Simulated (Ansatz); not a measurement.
# HBeGa, singlet in cc-pVDZ: errors against full CI

Geometry: a PBE0/def2-TZVP stationary point for this spin, not checked as a minimum.

```yaml
atoms:
  - { symbol: Ga, position_ang: [0.0000, 0.0000, 2.1355] }
  - { symbol: Be, position_ang: [0.0000, 0.0000, -0.3881] }
  - { symbol: H, position_ang: [0.0000, 0.0000, -1.7474] }
```

Basis cc-pVDZ; Ansatz 0.2.0. Only valence electrons are correlated (noble-gas cores and the filled d shells of p-block atoms frozen), which leaves 6 electrons in 31 orbitals. R marks a restricted (for open shells ROHF) determinant, U an unrestricted one. Active spaces: valence = (6e, 9o) chosen from the atoms' valence shells; pair = (2e, 2o) about the gap. No spin–orbit coupling is included, and no scalar relativity.

Full CI is exact within this basis and frozen core; it isn't the basis-set limit. The frozen core follows each run's orbitals, which can shift R against U totals by a few meV for light atoms and by up to 0.1 eV past Ca.

The UHF ⟨S²⟩ is 0.540 and the T1 diagnostic (RCCSD) is 0.0136. The largest doubles amplitude (RCCSD) is 0.088.

```tsv
level	E − E(full CI) (kJ/mol)	share of correlation (%)	wall time
RHF	294.9	0.00	–
RMP2	87.5	70.33	–
CISD	24.7	91.62	1 s
RCCSD	7.8	97.36	–
RCCSD(T)	2.2	99.25	0.93 s
BCCD(T)	2.2	99.25	1 s
RCCSDT	0.5	99.84	–
RCCSDT(Q)	0.1	99.96	2.2 s
CASSCF (pair space)	256.1	13.17	–
NEVPT2 (pair space)	85.2	71.11	1.4 s
MRCISD (pair space)	19.7	93.33	–
MRCISD+Q (pair space)	-2.0	100.68	1.6 s
CASSCF (valence space)	112.7	61.80	–
NEVPT2 (valence space)	40.9	86.14	4.7 s
MRCISD (valence space)	4.7	98.42	–
MRCISD+Q (valence space)	1.1	99.62	6.5 s
```

The correlation energy at full CI, counted from RHF, is -3.057 eV. That run took 29 s on 1 thread of Arm Neoverse V1, shared host over 5,065,957 determinants.

Run but not shown, since their state or frozen core can't be matched to the reference's or they repeat it: UHF, UMP2, UCCSD, UCCSD(T), UCCSDT, UCCSDT(Q).

Times hold each run's SCF and search for its determinant on a shared host, so for small cases they say little of a method's own cost; they ran on 1 thread of Arm Neoverse V1.

More than 5 meV below full CI, which no variational method can be: MRCISD+Q (pair space).

The full-CI state has the irrep A1 of C2v, in the program's axes (one component, if the state is degenerate).

Natural occupations of full CI about the gap: 1.953 1.916 1.866 0.056 0.056 0.032 0.026 0.026 0.017 0.009; effectively unpaired electrons, Σ n²(2−n)², 0.13.
